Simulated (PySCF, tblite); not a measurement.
# Complex of aluminium trichloride and chloride

A gas-phase complex of aluminium trichloride and chloride; charge -1, singlet. The structure comes from a short search (6 tight-binding starts) and was relaxed by PBE0-D3(BJ)/def2-SVPD; another way of binding may lie lower. Frequencies by PBE0-D3(BJ)/def2-SVPD show no clear imaginary mode.

Parts: 1 = aluminium trichloride ([Cl][Al]([Cl])[Cl]), atoms 1–4; 2 = chloride ([Cl-]), atoms 5, charge -1.

```xyz
5

Cl    0.243    2.133    0.205
Al   -0.517    0.140   -0.204
Cl   -0.462   -1.045    1.613
Cl    0.714   -0.805   -1.722
Cl   -2.565    0.277   -0.911
```
Atoms count from 1 in this order.

| contact | kind (by geometry) | distance (Å) | angle (°) |
| --- | --- | --- | --- |
| Al2···Cl5 | bond | 2.171 | - |

The parts are joined by the bond Al2–Cl5, so these are energies of forming such bonds; deforming the relaxed parts to their shape in the adduct costs 23.1 kcal/mol, which the interaction energies leave out.

Interaction energies are complex less parts, with the parts frozen as they stand in it; counterpoise-corrected, in kcal/mol (PySCF). The CCSD(T) estimate is Hartree-Fock/aug-cc-pVQZ, plus the MP2 correlation part extrapolated as X⁻³ from aug-cc-pVTZ and aug-cc-pVQZ, plus CCSD(T) less MP2 in aug-cc-pVDZ; noble-gas cores are frozen. It isn't the exact limit.

Problem. Give the interaction energy at each level run.

Solution. 
```json
{"level": "Hartree-Fock/aug-cc-pVQZ", "interaction": "-98.03", "superposition error removed": "-"}
{"level": "wB97M-D3(BJ)/def2-TZVPD", "interaction": "-97.62", "superposition error removed": "-0.24"}
{"level": "PBE0-D3(BJ)/def2-TZVPD", "interaction": "-99.36", "superposition error removed": "-0.26"}
{"level": "MP2/aug-cc-pVQZ", "interaction": "-100.66", "superposition error removed": "-0.87"}
{"level": "CCSD(T), estimated basis limit", "interaction": "-99.53", "superposition error removed": "-"}
```

Problem. What holds them together? Decompose the wB97M-D3(BJ)/def2-TZVPD energy: frozen parts, their antisymmetrised product, then relaxation.

Solution. electrostatic -106.9, Pauli repulsion +83.8, orbital relaxation -73.0, dispersion correction -1.7 kcal/mol, which sum to the value before the counterpoise correction; the Pauli term holds the exchange-correlation of the frozen density too. Of the attraction, 59 % is electrostatic, 40 % is orbital relaxation, 1 % is dispersion correction.

The parts were also relaxed and run alone, at the levels used for the complex: shieldings by PBE0/aug-pcSseg-2; core levels by delta-SCF with SCAN, aug-pcX-2 on the ionised atom and aug-pcseg-1 elsewhere, spin-free X2C (2p3/2 is the spin-free 2p value less a third of a first-order spin-orbit splitting).

Values alone: shielding of Al2 (ppm): 411.1; shielding of Cl5 (ppm): 1149.3; Al2 2p3/2 core level (eV): 82.94; Cl5 2p3/2 core level (eV): 196.90.

Problem. What does binding change?

Solution. 
| property | alone | in the complex | change |
| --- | --- | --- | --- |
| shielding of Al2 (ppm) | 411.1 | 454.1 | +43.0 |
| shielding of Cl5 (ppm) | 1149.3 | 934.7 | -214.6 |
| Al2 2p3/2 core level (eV) | 82.94 | 77.40 | -5.54 |
| Cl5 2p3/2 core level (eV) | 196.90 | 201.22 | +4.31 |

Problem. What are the binding energy from relaxed parts (wB97M-D3(BJ)/def2-TZVPD), and ΔH and ΔG of association at 298.15 K and 1 atm?

Solution. -74.55 kcal/mol, -73.92 with zero-point energy; ΔH -74.3 and ΔG -65.7 kcal/mol, from harmonic vibrations by PBE0-D3(BJ)/def2-SVPD with low modes damped.

The 6 runs behind this took 14 min in all, one thread each of Arm Neoverse V2 on a shared host, launched as `OMP_NUM_THREADS=1 python cluster_run.py task.json out`.
